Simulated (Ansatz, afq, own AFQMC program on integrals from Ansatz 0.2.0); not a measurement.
## Where AFQMC and coupled cluster stand for GeH2, triplet

```yaml
atoms:
  - { symbol: Ge, position_ang: [0.0000, -0.0208, 0.0000] }
  - { symbol: H, position_ang: [0.0000, 0.7490, -1.3344] }
  - { symbol: H, position_ang: [0.0000, 0.7490, 1.3344] }
```

Basis aug-cc-pVDZ. Only valence electrons are correlated. AFQMC by an in-house program on the Cholesky factors that Ansatz 0.2.0 writes for its CCSD(T) run. ph-AFQMC/CISD is guided by a CISD state made of CCSD amplitudes; releasing the constraint for a short imaginary time cuts its bias at the price of noise, slowly where states lie close. Free AFQMC starts from the CCSD state and is never constrained. Its projection time is finite, and what remains of the start isn't in its error. ± is one standard error of the sampling. No spin–orbit coupling.

Determinant: ROHF, the one that the program's search chose, which needn't be the lowest solution. The geometry is a PBE0/def2-TZVP stationary point of this or a neighbouring charge and spin state.

No full CI on the walks' own integrals is used here; CCSDT(Q) serves as the reference and is uncertain by about the last step of the cluster series.

Cautions: no relativity below Rb; no spin-orbit coupling; inner d shell frozen; lower spins were not checked.

The T1 diagnostic is 0.0203, the weight of the determinant in the CISD state is 0.933 and the size of the correlated space is 6 electrons in 40 orbitals.

```tsv
level	correlation energy (eV)
MP2	-2.0267
CCSD	-2.6176
CCSD(T)	-2.6755
```

Question: Estimate where AFQMC with the constraint released lies against CCSD(T) on the same integrals.

Answer: 1.8 ± 0.08 kJ/mol below CCSD(T).

Reference: CCSDT(Q), correlation energy -2.694 eV. The released energy is read at 2.40 1/Eh (meV from the phaseless value at times in 1/Eh: -0.3 ± 0.8 at 0.24, -1.4 ± 0.6 at 0.51, -2.2 ± 0.7 at 0.99, -1.7 ± 0.5 at 1.62, -2.5 ± 0.8 at 2.40).

```csv
level,E − E(reference) (kJ/mol),share of correlation (%)
CCSD(T),1.8,99.31
CCSDT,0.1,99.96
ph-AFQMC/HF,0.6 ± 1.1,99.76
ph-AFQMC/CISD,0.3 ± 0.1,99.90
released AFQMC,0.0 ± 0.08,99.99
free AFQMC,0.0 ± 0.07,100.00
```

Free projections are given only where their last times agree within the noise and don't stop above the reference; a slow remainder of the start can still hide under it. A walk keeps the symmetry of its determinant, which the program's search chose and which needn't be the lowest solution, so a lower state of the same spin and another symmetry isn't excluded. Released energies are given only where the last usable release times agree within the noise; a slower fall can still hide under it.
